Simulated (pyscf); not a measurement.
Structures and frequencies: ωB97X-D3(BJ)/def2-SVP in PySCF.

Task: For the elementary gas-phase step `[OH][As]([OH])[OH]` + `[SiH2]` [singlet] → `[OH][SiH2][As]([OH])[OH]` (singlet surface; As–O broken, O–Si, As–Si formed), what barrier and reaction energy does HF/def2-TZVP give, measured from the separated reactants?

Result: ΔE‡ = -1.9 kcal/mol, ΔE = -61.9 kcal/mol. ωB97M-D3(BJ)/def2-TZVP gives -17.3 kcal/mol and -66.7 kcal/mol. Zero-point energy shifts the barrier by +3.4 kcal/mol. It is an insertion, with an imaginary mode of 250i cm⁻¹. On the reactant side the descent ends in an adduct with a O–Si contact, 25.8 kcal/mol under the separated species and 3.1 kcal/mol under the saddle at ωB97X-D3(BJ)/def2-TZVP. On the product side the descent ends in a point that may be a rotor saddle (no frequency run), 1.5 kcal/mol over the lowest minimum found and 51.1 kcal/mol under the saddle at ωB97X-D3(BJ)/def2-TZVP. At HF the saddle lies under the separated reactants, which points to a path from their complex (located at ωB97X-D3(BJ) alone). What is counted as formed (O–Si) is already present as a longer contact in the reactant adduct; forming that adduct is a step of its own. At ωB97X-D3(BJ)/def2-TZVP the barrier from the zero used here is -22.8 kcal/mol. HO–SiH₂–As(OH)–OH lies 11.0 kcal/mol over its isomer HO–As(OH)–O–SiH₃ (electronic energy, ωB97M-D3(BJ)/def2-TZVP). One saddle was located; it need not be the lowest between these sides. Elements up to Kr have no core potential and no relativistic terms here.
